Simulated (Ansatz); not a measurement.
# C₅H₈O: a ladder of functionals and wavefunction methods

Aim: compute C₅H₈O with functionals from several rungs and with coupled cluster. The yardstick is the atomisation energy at the CCSD(T) limit.

Computed with Ansatz 0.2.0, Gaussian basis. Level: functionals in def2-TZVPP, the program's frozen cores in correlated methods.

Plan: LDA (SPW92), PBE-D4, revPBE-D4, BLYP-D4, r2SCAN-D4, B97M-V, PBE0-D4, B3LYP-D4, r2SCANh-D4, r2SCAN0-D4, HSE06-D4, BHLYP-D4, CAM-B3LYP-D4, LC-ωPBE, ωB97X-V, ωB97M-V, B2PLYP, PBE-QIDH; CCSD(T)/def2-SVP; CCSD(T)/def2-TZVPP; MP2/def2-QZVPP; extrapolation to the limit; RPA on PBE.

**1. Structure used throughout**

The geometry comes from an earlier relaxation with PBE0-D4 in a triple-zeta def2 set; it is a stationary point, not always the lowest conformer.

SMILES `C=CCOC=C`, 14 atoms, charge 0, spin multiplicity 1.

Atoms are counted from 1 here; the program's logs count them from 0.

Bond lengths: C1–C2 1.324 Å, C1–H7 1.083 Å, C1–H8 1.086 Å, C2–C3 1.487 Å, C2–H9 1.087 Å, C3–O4 1.416 Å, C3–H10 1.100 Å, C3–H11 1.097 Å, O4–C5 1.344 Å, C5–C6 1.330 Å, C5–H12 1.085 Å, C6–H13 1.081 Å, C6–H14 1.081 Å. Angles: C2–C1–H7 121.6°, C2–C1–H8 121.4°, H7–C1–H8 117.0°, C1–C2–C3 123.8°, C1–C2–H9 120.4°, C3–C2–H9 115.7°, C2–C3–O4 108.5°, C2–C3–H10 110.5°, C2–C3–H11 111.0°, O4–C3–H10 108.8°, O4–C3–H11 110.1°, H10–C3–H11 107.8°, C3–O4–C5 116.4°, O4–C5–C6 128.2°, O4–C5–H12 110.1°, C6–C5–H12 121.7°, C5–C6–H13 123.7°, C5–C6–H14 118.6° and more.

Geometry (Å):

```csv
atom,x (Å),y (Å),z (Å)
C1,-2.13939,-1.68722,0.12246
C2,-0.82412,-1.53890,0.13813
C3,-0.14059,-0.22485,0.26826
O4,0.82546,-0.11586,-0.76132
C5,1.56695,1.00520,-0.76984
C6,1.50335,2.03896,0.06443
H7,-2.59914,-2.66655,0.06333
H8,-2.80617,-0.83198,0.17283
H9,-0.17122,-2.40580,0.07647
H10,0.36720,-0.14999,1.24078
H11,-0.85989,0.60035,0.20026
H12,2.27535,0.97772,-1.59108
H13,0.80861,2.10169,0.89045
H14,2.18059,2.86782,-0.08627
```

**2. LDA**

This LDA is Slater exchange with PW92 correlation.

in.yaml reads:

```yaml
crystal:
  periodic: [false, false, false]
  atoms:
    - {symbol: C, position_ang: [-2.139392, -1.687219, 0.122456]}
    - {symbol: C, position_ang: [-0.824119, -1.538901, 0.138131]}
    - {symbol: C, position_ang: [-0.140587, -0.224851, 0.268258]}
    - {symbol: O, position_ang: [0.825456, -0.115858, -0.761317]}
    - {symbol: C, position_ang: [1.566948, 1.005204, -0.769840]}
    - {symbol: C, position_ang: [1.503354, 2.038964, 0.064432]}
    - {symbol: H, position_ang: [-2.599136, -2.666546, 0.063330]}
    - {symbol: H, position_ang: [-2.806169, -0.831985, 0.172835]}
    - {symbol: H, position_ang: [-0.171215, -2.405799, 0.076470]}
    - {symbol: H, position_ang: [0.367201, -0.149988, 1.240783]}
    - {symbol: H, position_ang: [-0.859893, 0.600345, 0.200257]}
    - {symbol: H, position_ang: [2.275352, 0.977725, -1.591083]}
    - {symbol: H, position_ang: [0.808608, 2.101691, 0.890455]}
    - {symbol: H, position_ang: [2.180592, 2.867821, -0.086268]}
basis:
  gaussian: {orbitals: def2-TZVPP}
hamiltonian: {xc: lda}
output: {orbitals: {seedname: orbitals}}
```

Command:

```bash
$ ansatz run in.yaml --threads 4 --pin off --events-out ev --progress --plain --max-ram 10444MiB
```

The runs that follow: PBE-D4 (GGA); revPBE-D4 (GGA); BLYP-D4 (GGA); r2SCAN-D4 (meta-GGA); B97M-V (meta-GGA); B3LYP-D4 (hybrid); r2SCANh-D4 (hybrid); r2SCAN0-D4 (hybrid); HSE06-D4 (hybrid); BHLYP-D4 (hybrid); CAM-B3LYP-D4 (range-separated); LC-ωPBE (range-separated); ωB97X-V (range-separated); ωB97M-V (range-separated); B2PLYP (double hybrid); PBE-QIDH (double hybrid); CCSD(T) in def2-SVP; CCSD(T) in def2-TZVPP; MP2 in def2-QZVPP; RPA on PBE orbitals.

Before running them: what should the planned runs give, taken together? Wanted: atomisation energy, CCSD(T)/CBS; farthest beyond LDA; mean size of error, GGA; mean size of error, meta-GGA; mean size of error, hybrid; mean size of error, range-separated; mean size of error, double hybrid; gap, smallest and largest; T1 diagnostic.

**Answer**, as computed:

```
                               quantity                                                                                             value
        atomisation energy, CCSD(T)/CBS                                                                                   1394.8 kcal/mol
functionals within 7.0 kcal/mol (0.5 %)  revPBE-D4, BLYP-D4, r2SCAN-D4, B97M-V, B3LYP-D4, r2SCANh-D4, LC-ωPBE, ωB97X-V, ωB97M-V, PBE-QIDH
                    farthest beyond LDA                                                                           PBE-D4 (+42.0 kcal/mol)
                mean size of error, GGA                                                                                     17.6 kcal/mol
           mean size of error, meta-GGA                                                                                      5.2 kcal/mol
             mean size of error, hybrid                                                                                     14.9 kcal/mol
    mean size of error, range-separated                                                                                      3.9 kcal/mol
      mean size of error, double hybrid                                                                                      5.9 kcal/mol
              gap, smallest and largest                                                         4.40 eV (LDA (SPW92)), 11.80 eV (LC-ωPBE)
                          T1 diagnostic                                                                                            0.0122
triples share of the correlation energy                                                                                             4.2 %
```

**Reading.** The LDA atomisation energy is off by 214.2 kcal/mol (15 %): it overbinds. PBE-D4 misses by +42.0 kcal/mol. Double hybrids carry the basis error of their MP2 part in triple zeta, and no dispersion term here, so their miss is partly the set-up's. The rungs range-separated, meta-GGA, double hybrid miss on average by less than the doubt on the reference (7.0 kcal/mol), so they tie. The reference freezes the cores and leaves out relativity and excitations past (T), so misses under about 7.0 kcal/mol can't be ranked. Hartree-Fock recovers 73 % of the binding; the rest is correlation. CCSD(T) in def2-SVP is off by -55.5 kcal/mol, so the small basis spoils what the method gains. The gap grows from 4.4 to 11.8 eV across the functionals, mostly with the share of exact exchange.
